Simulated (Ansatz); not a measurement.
A nudged elastic band was laid between two geometries of H5OPSi (8 atoms, charge 0, multiplicity 1).

All numbers below come from RKS CAM-B3LYP/6-31G* in Ansatz.

- movable images: 9
- climbing image: yes
- spring: 5.0 eV/Å²
- optimiser: quadratic models (default)
- start path: IDPP
- force threshold: 0.05 eV/Å
- iteration limit: 54
- end points: relaxed

Image 0:

```xyz
8
Properties=species:S:1:pos:R:3
Si -0.741 0.927 -0.518
O 0.523 -0.110 -0.228
P 0.701 -1.173 1.037
H -1.894 0.207 -1.116
H -0.253 1.947 -1.471
H -1.189 1.579 0.739
H 2.108 -1.052 1.204
H 0.837 -2.382 0.297
```

Image 10:

```xyz
8
Properties=species:S:1:pos:R:3
Si -0.477 0.855 -0.539
O 1.002 0.225 -0.125
P 1.360 -1.154 0.720
H -1.229 -0.109 -1.385
H -0.236 2.107 -1.287
H -1.277 1.135 0.681
H 0.500 -2.089 0.064
H 0.451 -1.028 1.816
```

(1) What changes between the two ends?

(2) Give the energies along the band, and the barrier.

(3) What is the geometry of the highest image?

Answers

(1) No bond is made or broken. The dihedral Si1–O2–P3–H7 goes from -144 to 47°.

(2) It converged. The highest image is number 5 of 0 to 10, 0.9 kcal/mol above the first end and 1.5 kcal/mol above the last; the last end lies 0.6 kcal/mol below the first. A vibrational analysis at the climbing image gives one clearly imaginary mode, 88i cm⁻¹: a first-order saddle point.

| image | path coordinate (Å) | energy (kcal/mol) | dihedral Si1–O2–P3–H7 (°) |
| --- | --- | --- | --- |
| 0 | 0.00 | 0.0 | -144 |
| 1 | 0.39 | 0.0 | -153 |
| 2 | 0.78 | 0.2 | -171 |
| 3 | 1.18 | 0.5 | 169 |
| 4 | 1.57 | 0.8 | 148 |
| 5 | 1.96 | 0.9 | 125 |
| 6 | 2.45 | 0.7 | 95 |
| 7 | 2.93 | 0.3 | 71 |
| 8 | 3.42 | -0.1 | 58 |
| 9 | 3.91 | -0.4 | 53 |
| 10 | 4.40 | -0.6 | 47 |

(3) 
```xyz
8
Properties=species:S:1:pos:R:3
Si -0.674 0.844 -0.538
O 0.688 0.371 0.270
P 1.023 -0.905 1.276
H -1.200 -0.281 -1.357
H -0.300 1.977 -1.411
H -1.742 1.268 0.403
H 2.143 -1.430 0.572
H 0.155 -1.902 0.730
```

Time of the run: 3.6 min on 1 thread of Arm Neoverse V2, on a shared host, peak memory 0.13 GiB.
